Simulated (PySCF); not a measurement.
Species: C4H6N2.
Atom-mapped SMILES: `[CH3:1][n:2]1[cH:3][cH:4][n:5][cH:6]1` (hydrogens: H7, H8, H9 on C1; H10 on C3; H11 on C4; H12 on C6)

Computed by this run: PBE0-D3(BJ)/def2-SVP geometry optimisation, gas phase in PySCF; density fitting, grid level 1; the optimiser is geomeTRIC in internal coordinates, started from a GFN2-xTB structure with every atom displaced at random (about 0.01 Å).

Step 0: E = -7211.8626 eV
```
atom  x, y, z in Å  |  force x, y, z in eV/Å
C1     -1.6307   -0.2470    0.1566   -1.048   1.602  -0.020
N2     -0.2552    0.0418    0.0047    0.760   0.186  -0.091
C3      0.7314   -0.8856   -0.0462    2.108   0.541  -0.057
C4      1.9480   -0.1776   -0.1621   -4.262   0.237   0.208
N5      1.6477    1.1447   -0.1981    0.573   0.567   0.045
C6      0.3509    1.2583   -0.0883    0.610  -0.806  -0.064
H7     -1.8570   -0.6180    1.1492   -0.115  -0.354   0.527
H8     -1.9623   -0.9478   -0.5940   -0.284  -0.506  -0.441
H9     -2.2121    0.7077    0.0298    0.356  -0.725   0.022
H10     0.5503   -1.9363    0.0273   -0.279  -0.726   0.030
H11     2.9107   -0.5476   -0.2176    2.233  -0.843  -0.160
H12    -0.1820    2.1791   -0.0702   -0.651   0.827   0.001
```

**Question.** Estimate the geometry and energy of step 1. (The exact step hangs on the optimiser's Hessian estimate; all steps are aligned on step 0, rigid shifts and turns removed.)

**Answer.** E = -7212.0144 eV, largest force 1.134 eV/Å
```
atom  x, y, z in Å  |  force x, y, z in eV/Å
C1     -1.6479   -0.2229    0.1575    0.116  -0.080  -0.107
N2     -0.2316    0.0435    0.0785   -0.121  -0.038   0.137
C3      0.7767   -0.8921    0.0541   -0.363   0.027  -0.520
C4      1.9182   -0.1752   -0.2122    0.871  -0.318   0.653
N5      1.6541    1.1603   -0.2675   -0.058   0.027  -0.128
C6      0.3590    1.2571   -0.1046   -0.166   0.107  -0.079
H7     -1.9140   -0.7498    1.0856    0.068  -0.031   0.020
H8     -1.9652   -0.8362   -0.7055   -0.046   0.109   0.140
H9     -2.1943    0.7278    0.1397   -0.014   0.027  -0.041
H10     0.5587   -1.9587    0.1169    0.114   0.092   0.094
H11     2.9519   -0.5649   -0.2372   -0.477   0.188  -0.177
H12    -0.2261    2.1827   -0.1145    0.076  -0.112   0.007
```

The energy changes by -0.1519 eV. The first-order estimate −F·Δx gives -0.4531 eV and the mean of the old and new forces, exact on a quadratic surface, -0.1560 eV. The step makes an angle of 77° with the force vector and moves no atom by more than 0.158 Å.

The cost below is that of the whole optimisation. Time: 36 s; peak memory 0.48 GiB. Hardware: one thread of an Arm Neoverse V1 (shared host).
